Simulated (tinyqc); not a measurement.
Stretching all distances: RHF, UHF, MP2, CISD and CCSD against full CI in the sto-6g basis, for H2F+, spin multiplicity 1. Computed by the program tinyqc with PySCF. 

Geometry (angstrom):
```
atom,x,y,z
F,0.0000,0.0000,0.0000
H,0.0000,0.8140,0.4130
H,0.0000,-0.8140,0.4130
```

All coordinates are multiplied by the scale. c0^2 is the weight of the RHF determinant in the lowest singlet FCI state (UHF is spin-contaminated and may lie near states of higher spin) and n(LUMO) the first natural occupation beyond the occupied space.

Full CI energy (hartree) and errors against it (kcal/mol):
```
scale,distance 1-2 (angstrom),E(FCI),RHF,UHF,MP2,CISD,CCSD,<S^2> UHF,c0^2,n(LUMO)
0.920,0.840,-99.76388,18.224,18.224,4.143,0.171,0.110,0.000,0.988,0.012
1.160,1.059,-99.81569,29.364,29.364,7.765,0.535,0.353,0.000,0.971,0.027
1.410,1.287,-99.73408,45.895,45.895,13.547,1.469,1.042,0.000,0.931,0.060
1.650,1.506,-99.63746,66.558,56.154,20.965,3.101,2.374,0.715,0.853,0.121
1.890,1.725,-99.55566,90.175,40.816,29.663,5.037,4.068,1.183,0.724,0.212
2.130,1.944,-99.49579,112.874,25.580,39.363,5.419,4.717,1.321,0.527,0.322
```

UHF parts from RHF first at scale 1.65 of those listed, where <S^2> leaves zero. The weight c0^2 goes from 0.99 to 0.53 and n(LUMO) from 0.01 to 0.32: static correlation grows as the bonds break into open-shell fragments. The spread of the error along the curve, which distorts its shape, is CCSD 4.6, CISD 5.2, MP2 35.2, UHF 37.9, RHF 94.7 kcal/mol. The table stops here: at scale 2.38 and beyond, the reference weight falls under 0.45 or RHF, UHF or CCSD hop between solutions, so those rows were left out and the spreads given cover only the rows shown. As computed, partly on other solutions, the errors there reach in size RHF 144, UHF 15, MP2 42, CISD 3, CCSD 28 kcal/mol.
